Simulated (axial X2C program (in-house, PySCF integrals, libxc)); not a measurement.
# Worked dissociation energy of N₂: B97-3, two-component

Computed with an in-house all-electron X2C program for linear molecules (integrals from PySCF). Two-component (2c) means X2C with spin–orbit coupling and atomic mean-field two-electron Coulomb and Gaunt terms. Basis: N dyall-av3z [7s7p3d2f] (cores contracted in-house); Gaussian nuclei, density fitting, unrestricted open shells. Masses: N 14.003 u.

Molecular state: Ω = 0 (closed shell).

```
E(N) (2M_J = 3) : -54.618376 hartree
E(N₂) at Re     : -109.601057 hartree
ωe              : 2480.1 cm⁻¹
ωexe            : 12.5 cm⁻¹
```

(1) Work out De and D0.

Occupations by symmetry block were frozen at the best pattern of an incomplete PBE0 search. Closed shells are restricted here (equal orbitals for both partners); the stretched side of such a curve lies too high. Dissociation energies refer to the lowest single-determinant-based atoms at the same level and basis.

Each atomic determinant is the lowest at this level and need not be a pure J level. Totals compare only within one Hamiltonian and basis.

## Answers

(1) De = -54.618376 + (-54.618376) − (-109.601057) = 0.36430 hartree = 9.913 eV. The zero-point energy is ωe/2 − ωexe/4 = 1237 cm⁻¹ = 0.153 eV, so D0 = 9.760 eV.
